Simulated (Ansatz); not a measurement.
# CCSD(T) against full CI for several species

Each species is computed at the geometry given (Å), with frozen cores, in Ansatz 0.2.0: RHF-CCSD(T) for singlets, UHF-CCSD(T) otherwise, and full CI in the same basis. The program picks the determinant by trial CCSD, so it needn't be the lowest Hartree–Fock solution. States: PN⁺ doublet Σ⁺ or Δ, LiS⁺ quintet Σ⁻ or Δ, HBN doublet Π. Cases whose determinant has another symmetry than full CI's state, or whose (Q) step broke down, weren't drawn.

Task: Judging by size, spin and bonding, rank them by the size of CCSD(T)'s error in total energy against full CI in the same basis, smallest first (an estimate).
A. PN⁺, doublet, 6-31G: N 0.000 0.000 0.000; P 0.000 0.000 1.479
B. HBN, doublet, 6-31G: B 0.000 0.000 0.087; N 0.000 0.000 -2.512; H 0.000 0.000 2.425
C. LiS⁺, quintet, cc-pVDZ: S 0.000 0.000 0.000; Li 0.000 0.000 2.449

Result: C (10.1 meV), B (70.5 meV), A (147.6 meV).

```tsv
species	basis	correlated electrons	CCSD(T) − full CI (meV)	CCSDT(Q) − full CI (meV)	unpaired electrons (full CI)	T1	⟨S²⟩ of the determinant
LiS⁺, quintet	cc-pVDZ	6	10.1	-0.2	4.01	0.015	6.00
HBN, doublet	6-31G	9	70.5	18.2	4.67	0.027	2.82
PN⁺, doublet	6-31G	9	147.6*	16.8	1.23	0.110	1.58
```

Unpaired electrons are Σ n²(2−n)² over natural occupations; an open shell counts its own unpaired electrons too. Frozen cores follow each run's orbitals, which moves totals by a few meV. No single determinant describes HBN, doublet well, by full CI's occupations. An asterisk marks runs whose energy the program itself flagged as in doubt.
